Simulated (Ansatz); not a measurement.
Compare A (`CC1=NC1`) with its isomer B (`C#CNC`).

Program: Ansatz. Geometries: PBE0-D4/def2-TZVP. ΔE: electronic, gas phase. CBS: MP2 limit from def2 TZ/QZ plus the TZ coupled-cluster correction, frozen cores. DFT in def2-TZVPP. B3LYP here is the variant with VWN-RPA as its local correlation; programs differ in this.

(1) Which isomer does CCSD(T)/CBS put lower? Give the gap. (An estimate is asked.)

(2) Give E(B) − E(A) in kcal/mol with MP2/def2-TZVPP, r2SCAN-D4, PBE-D4, LDA (SPW92), CCSD(T)/def2-SVP, B3LYP, ωB97M-V. (An estimate is asked.)

(3) Does the order hold for the free energy at 298.15 K (harmonic terms from PBE0-D4)? (An estimate is asked.)

Largest T1 diagnostic: 0.012.

## Answers

(1) Ansatz gave: A, by 8.9 kcal/mol.

(2) The calculation gave: MP2/def2-TZVPP 10.0, r2SCAN-D4 11.1, PBE-D4 11.7, LDA (SPW92) 9.9, CCSD(T)/def2-SVP 12.3, B3LYP 7.2, ωB97M-V 9.7. None reverses the order clearly.

(3) The calculation gave: Yes: G(B) − G(A) = +8.3 kcal/mol.

At CCSD(T), def2-SVP lies +3.4 kcal/mol from the extrapolated value and def2-TZVPP +1.2 kcal/mol. Leaving LDA and LC-ωPBE aside and taking each functional with its dispersion term where it has one, the values, not all of them listed here, spread over 6.1 kcal/mol, from BHLYP-D4 to B97M-V. LDA lies −1.8 kcal/mol from PBE without D4.
